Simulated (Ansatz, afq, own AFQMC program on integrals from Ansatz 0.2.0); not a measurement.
AFQMC on a folder of integrals that Ansatz 0.2.0 wrote.

```yaml
crystal:
  periodic: [false, false, false]
  atoms:
    - {symbol: Si, position_ang: [0.003498, 0.000000, 0.459745]}
    - {symbol: O, position_ang: [-0.018955, 0.000001, -0.970318]}
    - {symbol: H, position_ang: [1.274014, -0.000098, 0.675846]}
    - {symbol: H, position_ang: [-0.535222, 1.051091, 0.957952]}
    - {symbol: H, position_ang: [-0.535384, -1.051008, 0.957952]}
basis:
  gaussian: {orbitals: cc-pVDZ}
magnetization: {spin_polarized: true, initial_magnetization: 1}
correlation: {method: ccsd_t, electrons: outside_noble_gas, hamiltonian_folder: ham}
```

```sh
$ ansatz run in.yaml --threads 1 --pin off --events-out ev --progress --plain --max-ram 1382MiB
```

Options of the walk:

```
--method phaseless --trial cisd --walkers 60 --populations 1 --least-time 40 --time-step 0.005 --steps-per-block 50 --equilibration-blocks 28 --max-blocks 300 --target-error 0.00043 --factor-cut 1e-05 --start spin_pure --seed 5379 --release-times 0.24,0.51,0.99,1.62,2.4 --release-step 0.03 --release-every 4 --taylor-order 6
```

Times are imaginary, in 1/Eh. The walk had a cap of 1976 s.

Log:

```
orbitals 41  electrons 7 6  factors 321 of 438
reference energy -365.38930163 Eh
CCSD correlation -0.27845484 Eh in 14 cycles, weight of the determinant in the CISD state 0.8934
energy of the start -365.667654 Eh
 block  time / (1/Eh)  mean weight  energy / Eh
     1     0.250  1.0008  -365.664787
     2     0.500  0.9957  -365.666415
     3     0.750  1.0016  -365.667459
     4     1.000  1.0003  -365.670691
     5     1.250  1.0013  -365.673180
    10     2.500  0.9996  -365.670122
    29     7.250  1.0032  -365.678228
    49    12.250  0.9982  -365.673011
    69    17.250  1.0025  -365.673557
    89    22.250  0.9984  -365.675726
   105    26.250  1.0036  -365.682047
   109    27.250  0.9992  -365.672163
   129    32.250  1.0019  -365.672546
   149    37.250  0.9991  -365.669297
   169    42.250  0.9995  -365.670250
   177    44.250  1.0016  -365.663725
   189    47.250  1.0007  -365.672435
   197    49.250  0.9982  -365.672197
blocks merged  error / Eh  count
     1  0.000317  170
     2  0.000379  85
     4  0.000421  42
     8  0.000398  21
    16  0.000486  10
released: time / (1/Eh)  energy / Eh  error  mean overlap
  0.24  -365.673587  0.000559  0.9953
  0.51  -365.672840  0.000523  1.0095
  0.99  -365.674324  0.000517  0.9849
  1.62  -365.673288  0.000582  1.0105
  2.40  -365.673014  0.000855  0.9976
energy -365.673033 +/- 0.000421 Eh
(rows thinned)
```

The run passed its tests (sampling time, drift between the halves within three errors, error under three times the target), which doesn't prove that it has relaxed.

Against this walk (error 11.5 meV) on the same determinant: CCSD(T) 14.5 meV higher (within the noise). The error is statistical and leaves out the bias of the constraint. Released to 1.62 1/Eh the energy moves by -7 ± 20 meV (both errors), within twice the noise.

Cautions: constraint bias not in the error.

The walk took 7.6 min on 1 thread of Intel(R) Xeon(R) Platinum 8259CL CPU @ 2.50GHz (Skylake/Cascade Lake) (shared host). The log's last line is the phaseless energy.

A walk keeps the symmetry of its determinant, which the program's search chose and which needn't be the lowest solution, so a lower state of the same spin and another symmetry isn't excluded.
